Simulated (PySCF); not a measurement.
Compound: thiophen-2-ol, C₄H₄OS.
Bonds: O1–C2, C2–C3 (aromatic), C3–C4 (aromatic), C4–C5 (aromatic), C5–S6 (aromatic), C2–S6 (aromatic). Hydrogens: H7 on O1; H8 on C3; H9 on C4; H10 on C5.

The same species was optimised twice, with GFN2-xTB and with PBE0-D3(BJ)/def2-SVP (PySCF), and the same property calculations (PySCF, gas phase) were run on both structures.

| coordinate | GFN2-xTB | PBE0-D3(BJ)/def2-SVP | change |
| --- | --- | --- | --- |
| C4–C5 (Å) | 1.353 | 1.366 | +0.013 |
| C2–C3 (Å) | 1.359 | 1.369 | +0.010 |
| C3–C4 (Å) | 1.416 | 1.425 | +0.009 |
| O1–C2 (Å) | 1.348 | 1.343 | -0.005 |
| C5–S6 (Å) | 1.727 | 1.728 | +0.001 |
| C2–S6 (Å) | 1.742 | 1.741 | -0.001 |
| C2–S6–C5 (°) | 90.8 | 91.5 | +0.7 |
| O1–C2–C3 (°) | 126.3 | 125.8 | -0.5 |
| O1–C2–S6 (°) | 122.0 | 122.5 | +0.5 |
| C4–C5–S6 (°) | 111.8 | 111.3 | -0.5 |
| C2–C3–C4 (°) | 112.3 | 112.0 | -0.3 |
| C3–C4–C5 (°) | 113.4 | 113.5 | +0.1 |
| C3–C2–S6 (°) | 111.7 | 111.7 | 0.0 |

Rotational constants: A = 5362, B = 3300, C = 2043 MHz (GFN2-xTB) against A = 5338, B = 3277, C = 2032 MHz (PBE0-D3(BJ)/def2-SVP).

On the GFN2-xTB structure: lowest singlet, TDDFT (eV) 4.97 [wB97X-D/def2-SVPD]; isotropic polarisability (au) 66.3 [wB97X-D/def2-SVPD]; HOMO (eV) -8.06 [wB97X-D/def2-SVPD]; LUMO (eV) 1.35 [wB97X-D/def2-SVPD]; dipole (D) 0.75 [wB97X-D/def2-SVPD]; HOMO (eV) -6.22 [PBE0/pcSseg-1]; LUMO (eV) -0.06 [PBE0/pcSseg-1]; dipole (D) 0.90 [PBE0/pcSseg-1]; GIAO shielding of O1 (ppm) 222.0 [PBE0/pcSseg-1]; GIAO shielding of C2 (ppm) 15.9 [PBE0/pcSseg-1]; GIAO shielding of C3 (ppm) 79.3 [PBE0/pcSseg-1]; GIAO shielding of C4 (ppm) 55.9 [PBE0/pcSseg-1]; GIAO shielding of C5 (ppm) 72.1 [PBE0/pcSseg-1]; GIAO shielding of S6 (ppm) 318.3 [PBE0/pcSseg-1].

Q: What do these properties become on the PBE0-D3(BJ)/def2-SVP structure?

A: 
```json
{"property": "lowest singlet, TDDFT (eV)", "level": "wB97X-D/def2-SVPD", "on GFN2-xTB": "4.97", "on PBE0-D3(BJ)/def2-SVP": "5.05", "change": "+0.08"}
{"property": "isotropic polarisability (au)", "level": "wB97X-D/def2-SVPD", "on GFN2-xTB": "66.3", "on PBE0-D3(BJ)/def2-SVP": "67.1", "change": "+0.8"}
{"property": "HOMO (eV)", "level": "wB97X-D/def2-SVPD", "on GFN2-xTB": "-8.06", "on PBE0-D3(BJ)/def2-SVP": "-8.08", "change": "-0.02"}
{"property": "LUMO (eV)", "level": "wB97X-D/def2-SVPD", "on GFN2-xTB": "1.35", "on PBE0-D3(BJ)/def2-SVP": "1.35", "change": "0.00"}
{"property": "dipole (D)", "level": "wB97X-D/def2-SVPD", "on GFN2-xTB": "0.75", "on PBE0-D3(BJ)/def2-SVP": "0.84", "change": "+0.09"}
{"property": "energy, GFN2-xTB geometry as zero (kcal/mol)", "level": "wB97X-D/def2-SVPD", "on GFN2-xTB": "0.0", "on PBE0-D3(BJ)/def2-SVP": "-0.5", "change": "-0.5"}
{"property": "HOMO (eV)", "level": "PBE0/pcSseg-1", "on GFN2-xTB": "-6.22", "on PBE0-D3(BJ)/def2-SVP": "-6.24", "change": "-0.02"}
{"property": "LUMO (eV)", "level": "PBE0/pcSseg-1", "on GFN2-xTB": "-0.06", "on PBE0-D3(BJ)/def2-SVP": "-0.16", "change": "-0.10"}
{"property": "dipole (D)", "level": "PBE0/pcSseg-1", "on GFN2-xTB": "0.90", "on PBE0-D3(BJ)/def2-SVP": "0.98", "change": "+0.08"}
{"property": "energy, GFN2-xTB geometry as zero (kcal/mol)", "level": "PBE0/pcSseg-1", "on GFN2-xTB": "0.0", "on PBE0-D3(BJ)/def2-SVP": "-0.2", "change": "-0.2"}
{"property": "GIAO shielding of O1 (ppm)", "level": "PBE0/pcSseg-1", "on GFN2-xTB": "222.0", "on PBE0-D3(BJ)/def2-SVP": "225.9", "change": "+3.9"}
{"property": "GIAO shielding of C2 (ppm)", "level": "PBE0/pcSseg-1", "on GFN2-xTB": "15.9", "on PBE0-D3(BJ)/def2-SVP": "14.9", "change": "-1.0"}
{"property": "GIAO shielding of C3 (ppm)", "level": "PBE0/pcSseg-1", "on GFN2-xTB": "79.3", "on PBE0-D3(BJ)/def2-SVP": "75.2", "change": "-4.1"}
{"property": "GIAO shielding of C4 (ppm)", "level": "PBE0/pcSseg-1", "on GFN2-xTB": "55.9", "on PBE0-D3(BJ)/def2-SVP": "53.1", "change": "-2.8"}
{"property": "GIAO shielding of C5 (ppm)", "level": "PBE0/pcSseg-1", "on GFN2-xTB": "72.1", "on PBE0-D3(BJ)/def2-SVP": "69.4", "change": "-2.7"}
{"property": "GIAO shielding of S6 (ppm)", "level": "PBE0/pcSseg-1", "on GFN2-xTB": "318.3", "on PBE0-D3(BJ)/def2-SVP": "315.1", "change": "-3.2"}
```

The heavy atoms differ by 0.012 Å rms after alignment. Among bonds between heavy atoms C4–C5 changes most (+0.013 Å). Changes are differences of the printed values. Neither structure is proved a minimum here.

The values belong to the conformer `[OH:1][c:2]1[cH:3][cH:4][cH:5][s:6]1`: H–O1–C2–C3 -161°.

The pairwise dispersion term of wB97X-D wasn't added to the energies; at a given geometry it leaves orbitals and properties as they are.
